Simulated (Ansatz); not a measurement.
Relaxation of FH3OSi (6 atoms, charge 0, multiplicity 1), to a largest force component of 0.03 eV/Å in at most 50 steps.

All numbers below come from Ansatz, RKS r2SCANh/def2-SVP.

```xyz
6
Properties=species:S:1:pos:R:3:forces:R:3
Si 0.259 0.007 0.037 0.42 -0.11 0.78
O 0.630 -0.125 1.643 -0.80 0.01 0.27
H -0.070 -0.178 2.304 0.06 0.03 -0.06
H 1.653 0.021 -0.360 0.36 0.06 -1.00
H -0.570 1.176 -0.344 -0.03 0.00 0.04
F -0.543 -1.290 -0.503 -0.01 0.01 -0.03
```

Question: Where does it end, and by what steps?

Answer: The run converged. After 5 steps the energy has fallen by 0.153 eV; H4 moved furthest, 0.20 Å.

```
step  energy less start (eV)  largest force component (eV/Å)  accepted
   0                  0.0000                           0.998       yes
   1                 -0.1370                           0.443       yes
   2                 -0.1487                           0.232       yes
   3                 -0.1517                           0.167       yes
   4                 -0.1516                           0.258        no
   5                 -0.1531                           0.016       yes
```

```xyz
6
Properties=species:S:1:pos:R:3
Si 0.317 -0.012 0.078
O 0.581 -0.163 1.695
H -0.172 -0.111 2.290
H 1.648 0.033 -0.558
H -0.530 1.166 -0.240
F -0.484 -1.300 -0.489
```

Whether the end is a true minimum wasn't checked by a vibrational analysis.

Time of the run: 19 s on 1 thread of Arm Neoverse V1, on a shared host, peak memory 0.14 GiB.
